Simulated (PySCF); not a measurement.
N2.
Bonds: N1–N2 (triple).

The same species was optimised twice, with GFN2-xTB and with PBE0-D3(BJ)/def2-SVP (PySCF), and the same property calculations (PySCF, gas phase) were run on both structures.

```json
{"coordinate": "N1≡N2 (Å)", "GFN2-xTB": "1.098", "PBE0-D3(BJ)/def2-SVP": "1.098", "change": "0.000"}
```

Rotational constants: B = 59844 MHz (linear) (GFN2-xTB) against B = 59895 MHz (linear) (PBE0-D3(BJ)/def2-SVP). Point groups within 0.08 Å: D∞h and D∞h.

On the GFN2-xTB structure: HOMO (eV) -12.06 [PBE0/pcSseg-1]; LUMO (eV) -0.42 [PBE0/pcSseg-1]; GIAO shielding of N1/N2 (mean) (ppm) -96.3 [PBE0/pcSseg-1].

**Question.** What do these properties become on the PBE0-D3(BJ)/def2-SVP structure?

**Answer.** 
```tsv
property	level	on GFN2-xTB	on PBE0-D3(BJ)/def2-SVP	change
HOMO (eV)	PBE0/pcSseg-1	-12.06	-12.06	0.00
LUMO (eV)	PBE0/pcSseg-1	-0.42	-0.42	0.00
energy, GFN2-xTB geometry as zero (kcal/mol)	PBE0/pcSseg-1	0.0	0.0	0.0
GIAO shielding of N1/N2 (mean) (ppm)	PBE0/pcSseg-1	-96.3	-95.9	+0.4
```

The heavy atoms differ by 0.000 Å rms after alignment. Among all bonds N1≡N2 changes most (0.000 Å). Changes are differences of the printed values. Neither structure is proved a minimum here.
